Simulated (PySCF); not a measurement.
Compound: C2H2F2O2.
Numbering: `[O:1]=[C:2]([OH:3])[CH:4]([F:5])[F:6]` (hydrogens: H7 on O3; H8 on C4)

The calculation used PBE0-D3(BJ)/def2-TZVP geometry optimisation, gas phase (PySCF 2.14.0).

Q: List the bond lengths, angles and torsions at this level.

A: 
| bond | length (Å) |
| --- | --- |
| O1=C2 | 1.192 |
| C2–O3 | 1.334 |
| C2–C4 | 1.533 |
| C4–F5 | 1.337 |
| C4–F6 | 1.353 |
| O3–H7 | 0.968 |
| C4–H8 | 1.095 |

A selection of angles:
| angle | degrees |
| --- | --- |
| O1–C2–O3 | 125.5 |
| O1–C2–C4 | 124.9 |
| O3–C2–C4 | 109.6 |
| C2–O3–H7 | 107.6 |
| C2–C4–F5 | 109.6 |
| C2–C4–H8 | 111.7 |
| F5–C4–F6 | 108.7 |
| F5–C4–H8 | 109.5 |

Dihedral angles: O1–C2–C4–F5 5° (synperiplanar); H7–O3–C2–O1 2° (synperiplanar). The mirror-image conformer, all signs reversed, is as good.

The 2 C–O bonds span 1.192 Å (O1=C2, drawn double) to 1.334 Å (C2–O3, drawn single), a spread of 0.142 Å. O3 (acid hydroxyl oxygen) is bent (angle 107.6°).

Point group: C1 (no symmetry element, even within 0.4 Å). PBE0-D3(BJ)/def2-TZVP frequencies: not computed here. One conformer, not necessarily the lowest (O1–C2–O3–H 2°, O1–C2–C4–F5 5°).
